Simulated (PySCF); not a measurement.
Species: C3H3ClO.
Atom-mapped SMILES: `[CH2:1]=[CH:2][C:3](=[O:4])[Cl:5]` (hydrogens: H6, H7 on C1; H8 on C2)

Structure used (PBE0-D3(BJ)/def2-SVP), in Å, numbered top down from 1:
```
atom  x, y, z in Å
C1    -0.2577    0.5907   -0.4823
C2     0.9245    0.9028    0.0565
C3     2.1482    0.8478   -0.7708
O4     2.2217    0.5709   -1.9225
Cl5    3.6092    1.2561    0.1719
H6    -0.3254    0.2957   -1.5335
H7    -1.1761    0.6211    0.1084
H8     1.0369    1.1996    1.1008
```

Level: CAM-B3LYP/def2-SVPD in PySCF, non-relativistic, on one gas-phase PBE0-D3(BJ)/def2-SVP geometry that isn't relaxed in the solvent. The solvent is an IEF-PCM continuum (van der Waals radii × 1.2), and excitations are vertical TDDFT with non-equilibrium linear response and a frozen core. The model holds no explicit solvent molecules, cavitation or dispersion.

Gas-phase singlets (H = HOMO, L = LUMO):

```json
{"state": "S1", "E (eV)": "4.538", "λ (nm)": "273", "f": "0.000", "leading configuration": "H→L 91%"}
{"state": "S2", "E (eV)": "5.971", "λ (nm)": "208", "f": "0.003", "leading configuration": "H-2→L 93%"}
{"state": "S3", "E (eV)": "6.094", "λ (nm)": "203", "f": "0.341", "leading configuration": "H-1→L 96%"}
{"state": "S4", "E (eV)": "6.370", "λ (nm)": "195", "f": "0.028", "leading configuration": "H-3→L 89%"}
{"state": "S5", "E (eV)": "7.430", "λ (nm)": "167", "f": "0.000", "leading configuration": "H-4→L 94%"}
```

Task: Give the list for chloroform (ε = 4.711), n² = 2.09.

Result: 
| state | E (eV) | λ (nm) | f | leading configuration | change by rank (eV) |
| --- | --- | --- | --- | --- | --- |
| S1 | 4.678 | 265 | 0.000 | H-1→L 92% | +0.140 |
| S2 | 5.817 | 213 | 0.410 | H→L 97% | -0.154 |
| S3 | 6.112 | 203 | 0.001 | H-2→L 94% | +0.018 |
| S4 | 6.500 | 191 | 0.036 | H-3→L 89% | +0.130 |
| S5 | 7.285 | 170 | 0.000 | H-4→L 95% | -0.145 |

Task: Give the list for acetonitrile (ε = 35.69), n² = 1.81.

Result: 
| state | E (eV) | λ (nm) | f | leading configuration | change by rank (eV) |
| --- | --- | --- | --- | --- | --- |
| S1 | 4.730 | 262 | 0.000 | H-1→L 93% | +0.192 |
| S2 | 5.804 | 214 | 0.395 | H→L 97% | -0.167 |
| S3 | 6.159 | 201 | 0.001 | H-2→L 95% | +0.065 |
| S4 | 6.556 | 189 | 0.033 | H-3→L 89% | +0.186 |
| S5 | 7.234 | 171 | 0.000 | H-4→L 95% | -0.196 |

Task: The ground-state energy changes by -0.181 eV from gas to acetonitrile. By how much does the total energy of gas-phase S2 change?

Result: E(S2) = E(S0) + excitation energy, so it changes by -0.181 + 0.188 = +0.007 eV: it isn't lowered at all, while the ground state is. This is the vertical state, with the slow part of the continuum still set for S0.

Task: How do the frontier levels move from gas to acetonitrile?

Result: 
```
orbital  gas (eV)  solvent (eV)  change (eV)                   Löwdin shares, gas               Löwdin shares, solvent
 LUMO+2      1.38          1.61        +0.23            Cl5 59 %, C3 22 %, O4 8 %  Cl5 24 %, C1 22 %, C2 15 %, O4 11 %
 LUMO+1      1.31          1.33        +0.02  C1 30 %, H7 17 %, C2 16 %, Cl5 14 %            Cl5 61 %, C3 22 %, O4 8 %
   LUMO     -1.32         -1.16        +0.16   C1 26 %, C3 23 %, O4 18 %, C2 17 %   C3 25 %, C1 25 %, O4 19 %, C2 15 %
   HOMO    -10.14         -9.98        +0.16    O4 54 %, Cl5 29 %, C3 7 %, C2 7 %     C2 39 %, C1 34 %, O4 9 %, C3 7 %
 HOMO-1    -10.28        -10.23        +0.05    C2 38 %, C1 35 %, O4 10 %, C3 7 %    O4 54 %, Cl5 28 %, C3 8 %, C2 7 %
 HOMO-2    -10.83        -10.91        -0.08             Cl5 78 %, C3 9 %, C2 5 %             Cl5 79 %, C3 9 %, C2 5 %
 HOMO-3    -10.84        -10.96        -0.12           Cl5 75 %, O4 14 %, C3 10 %           Cl5 75 %, O4 14 %, C3 10 %
```

The HOMO–LUMO gap goes from 8.82 to 8.82 eV. Rows go by rank; for HOMO-1, HOMO, LUMO+1 and LUMO+2 the atom shares or the degeneracy differ between the runs, so the row needn't follow one orbital.
